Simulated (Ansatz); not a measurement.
Born–Oppenheimer molecular dynamics of CH6NS (9 atoms, charge 1, multiplicity 1). It starts from a relaxed structure.

All numbers below come from RKS PBE/6-31G (Ansatz).

| Property | Result |
| --- | --- |
| ensemble | NVT, Nosé–Hoover chain |
| time step | 0.25 fs |
| steps asked | 250 |
| set temperature | 400 K |
| thermostat | time constant 300 fs, chain length 3 |
| masses | H 10 u |
| seed | 3357 |

First frame:

```xyz
9
Properties=species:S:1:pos:R:3
N -0.732 0.848 -1.164
C 0.400 0.541 -0.572
S -0.180 -1.125 1.517
H -1.115 0.285 -1.927
H -1.309 1.634 -0.854
H 0.816 1.219 0.173
H 1.026 -0.250 -0.986
H 0.424 -2.347 1.246
H 0.671 -0.805 2.567
```

How far do the bonds stretch over the last three quarters of this one trajectory? (Pairs bonded in most of those frames.)


```
 bond  mean (Å)  spread (Å)  shortest  longest
N1–C2     1.315       0.024      1.28     1.37
N1–H4     1.025       0.022      0.98     1.06
N1–H5     1.021       0.013      0.99     1.04
C2–H6     1.097       0.032      1.03     1.15
C2–H7     1.092       0.027      1.05     1.13
S3–H8     1.391       0.015      1.37     1.41
S3–H9     1.388       0.011      1.37     1.40
```

Mean temperature of the second half: 226 K. The conserved energy stayed within 0.013 meV per atom of its start (net change 0.013 meV per atom), so the integration is sound. The mean temperature of the second half is 44 % below the set value. A run of 0.062 ps of so small a system gives no equilibrium averages. Limits of this set-up: no polarisation functions.

Time of the run: 4.7 min on 1 thread of Arm Neoverse V1, on a shared host, peak memory 0.078 GiB.
